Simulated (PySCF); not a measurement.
dimethyl ether (C2H6O), SMILES O(C)C. Atoms are numbered in the order given.

```xyz
9

C      1.1601     0.0000    -0.1937
O      0.0000     0.0000     0.5882
C     -1.1601     0.0000    -0.1937
H      1.2140     0.8907    -0.8363
H      1.2140    -0.8907    -0.8363
H      2.0155     0.0000     0.4822
H     -1.2140     0.8907    -0.8363
H     -2.0155     0.0000     0.4822
H     -1.2140    -0.8907    -0.8363
```

The structure is a stationary point at PBE0-D3(BJ)/def2-TZVP.

Computed with PBE/def2-TZVPD (PySCF).

The molecule is in vacuum.

```json
{
 "total_energy": "-154.88954 hartree",
 "point_group": "C2v",
 "highest_occupied_level": "-5.89 eV",
 "lowest_empty_level": "-0.20 eV",
 "orbital_gap": "5.68 eV",
 "dipole_moment": "1.12 D",
 "quadrupole, principal values (traceless, Buckingham form, about the centre of nuclear charge)": "-2.42, -0.73, 3.15 D·Å",
 "mean_static_polarisability": "35.5 bohr³ (5.26 Å³)",
 "polarisability_principal_values": "32.7, 33.3, 40.5 bohr³"
}
```
